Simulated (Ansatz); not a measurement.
Relaxation of AlClFH (4 atoms, charge 0, multiplicity 1), to a largest force component of 0.02 eV/Å in at most 40 steps.

The calculation used RKS B3LYP-D4/def2-SVP in Ansatz 0.2.0.

```xyz
4
Properties=species:S:1:pos:R:3
Al 0.000 0.000 0.000
F 0.000 0.000 1.690
Cl 1.931 0.000 -1.115
H -1.351 0.000 -0.780
```

**Question.** Where does it end, and by what steps?

**Answer.** The forces met the threshold. After 4 steps the energy has fallen by 0.158 eV; Cl3 moved furthest, 0.11 Å.

| step | energy less start (eV) | largest force component (eV/Å) | accepted |
| --- | --- | --- | --- |
| 0 | 0.0000 | 1.523 | yes |
| 1 | -0.1461 | 0.516 | yes |
| 2 | -0.1570 | 0.245 | yes |
| 3 | -0.1582 | 0.043 | yes |
| 4 | -0.1582 | 0.002 | yes |

```xyz
4
Properties=species:S:1:pos:R:3
Al 0.020 0.000 -0.030
F 0.052 0.000 1.630
Cl 1.859 0.000 -1.027
H -1.351 0.000 -0.778
```

Whether the end is a true minimum wasn't checked by a vibrational analysis.

Time of the run: 9.4 s on 1 thread of Arm Neoverse V1 (shared host), peak memory 0.12 GiB.
